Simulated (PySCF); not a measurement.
## Magnetisability: `C#C/P=C(\C)F`, C$_{4}$H$_{4}$FP

Geometry (Å), atoms numbered from 1 in this order:
```xyz
10

C     2.5550    0.3515    0.3511
C     1.5948    0.0990   -0.3300
P     0.3732   -0.2884   -1.5340
C    -0.9809   -0.2767   -0.5301
C    -1.1407   -0.0235    0.9249
F    -2.1625   -0.5485   -1.1423
H     3.3515    0.5770    0.9990
H    -0.1784    0.1900    1.3802
H    -1.5880   -0.8954    1.4053
H    -1.8154    0.8197    1.0823
```

Computed with GIAO PBE0/pcSseg-1 magnetisability, rotational g tensor and spin-rotation constants, non-relativistic, gas phase in PySCF 2.14.0. Geometry: GFN2-xTB.

Q: How diamagnetic is it, and how anisotropic?

A: Isotropic -942 × 10⁻³⁰ J/T², or -56.7 × 10⁻⁶ cm³/mol; principal values -984, -931, -910 × 10⁻³⁰ J/T², anisotropy 66 × 10⁻³⁰ J/T² (root of half the summed squared differences of the principal values). The susceptibility is in cgs units.

Q: Split it along the inertial axes a, b, c into diamagnetic and paramagnetic parts about the centre of mass, with the quadrupole moment.

A: 
```tsv
axis	χ (10⁻⁶ cm³/mol)	diamagnetic (10⁻⁶ cm³/mol)	paramagnetic (10⁻⁶ cm³/mol)	summed x² of all electrons (Å²)	quadrupole Θ (D Å)
a	-54.9	-286.5	231.6	141.8	+2.69
b	-56.0	-646.4	590.4	57.0	+0.73
c	-59.3	-843.6	784.4	10.5	-3.42
```
Anisotropies 2χaa − χbb − χcc = +5.4 and 2χbb − χaa − χcc = +2.3 × 10⁻⁶ cm³/mol. Θ is traceless in Buckingham's convention.

Q: And the rotational g tensor?

A: 
| axis | rotational constant (GHz) | g | nuclear part | electronic part |
| --- | --- | --- | --- | --- |
| a | 5.8599 | -0.0516 | 0.5859 | -0.6375 |
| b | 1.9664 | -0.0153 | 0.5302 | -0.5454 |
| c | 1.4859 | -0.0075 | 0.5400 | -0.5475 |

Asymmetric top; isotopes 12C, 19F, 1H, 31P; no vibrational averaging.
